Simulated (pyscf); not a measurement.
Structures and frequencies: ωB97X-D3(BJ)/def2-SVP in PySCF.

### Question
For the elementary gas-phase step `[PH3]` + `[GeH3]` [doublet] → `[PH2]` [doublet] + `[GeH4]` (doublet surface; H–P broken, Ge–H formed), what barrier and reaction energy does PBE0-D3(BJ)/def2-TZVP give, measured from the separated reactants?

### Answer
ΔE‡ = 1.4 kcal/mol, ΔE = -2.0 kcal/mol. CCSD(T)/def2-TZVPP + ΔMP2(QZVPP) gives 5.8 kcal/mol and -3.5 kcal/mol. Zero-point energy shifts the barrier by -1.5 kcal/mol. It is a hydrogen abstraction, with an imaginary mode of 1189i cm⁻¹. This is the saddle that the search found; another between the same sides may lie lower. The angle at the transferred H is 169°. The CCSD(T) − MP2 part came from Ansatz, without density fitting, on the same reference. The frozen core leaves the outer d or s,p core shells of the metals and heavy elements correlated in the MP2 and CC values, and def2-TZVPP describes them poorly, which can shift differences by a few kcal/mol. Elements up to Kr have no core potential and no relativistic terms here.
